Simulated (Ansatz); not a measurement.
Cartesian coordinates (Å):
SMILES: C=CC#N
```xyz
7

C     -0.9417    -0.4580     0.1670
C     -0.0057     0.4789    -0.0453
C      1.3785     0.1790    -0.1972
N      2.5166    -0.0417    -0.3247
H     -0.6863    -1.5154     0.2349
H     -1.9895    -0.1797     0.2775
H     -0.2720     1.5369    -0.1121
```
Charge 0, multiplicity 1.

Computed with frozen-core CCSD(T)/cc-pVTZ // PBE-D3(BJ)/def2-TZVP run with Ansatz (a quantum-chemistry and plane-wave program). The restricted HF reference is unstable towards unrestricted orbitals.

HF energy: -169.82325 Ha
MP2 correlation energy: -0.65904 Ha

Question: Estimate the CCSD correlation energy, the (T) correction, the total energy and the T1 diagnostic.

Answer: 
| Quantity | Result |
|---|---|
| CCSD correlation energy | -0.67469 Ha |
| (T) correction | -0.03522 Ha |
| CCSD(T) total energy | -170.53316 Ha |
| T1 diagnostic | 0.014 |
